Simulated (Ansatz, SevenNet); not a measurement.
# How well does each level of theory give the lattice constant a of rock-salt HfC?

Reference value: 4.638 Å (measured, temperature not stated, not corrected to a static lattice; as tabulated in Zhang et al. (2018), doi:10.1088/1367-2630/aac7f0).

**Question.** What do SevenNet-0, PBE, PBE-D4, r²SCANh, Hartree–Fock give, and how far is each from the reference?

**Answer.** 
| level (code) | value (Å) | difference (%) |
|---|---|---|
| SevenNet-0 | 4.650 | +0.26 |
| PBE (Ansatz) | 4.651 | +0.28 |
| PBE-D4 (Ansatz) | 4.628 | -0.22 |
| r²SCANh (Ansatz) | 4.640 | +0.04 |
| Hartree–Fock (Ansatz) | 4.756 | +2.54 |

The reference's temperature isn't stated, so close values are not ranked against it. Off by more than 1.25 %, or 1.75 % on the side where a correction would as a rule narrow the miss (bounds picked here): Hartree–Fock (+2.54 %).

The reference isn't brought to a static lattice, while the calculations are for one, so the differences are not the levels' errors alone. A static lattice is as a rule a little smaller than the measured one.  Density-functional levels without +SOC have no spin–orbit coupling. Cutoffs and k meshes differ between the levels. Ansatz's density-functional and Hartree–Fock values are scalar-relativistic unless marked +SOC, with PAW data made under PBE.

Machine-learned potentials (SevenNet-0) are trained on DFT data: a solid inside that data is no test of them.

Differences are worked out from the printed values.

Ansatz is a program for electronic structure.
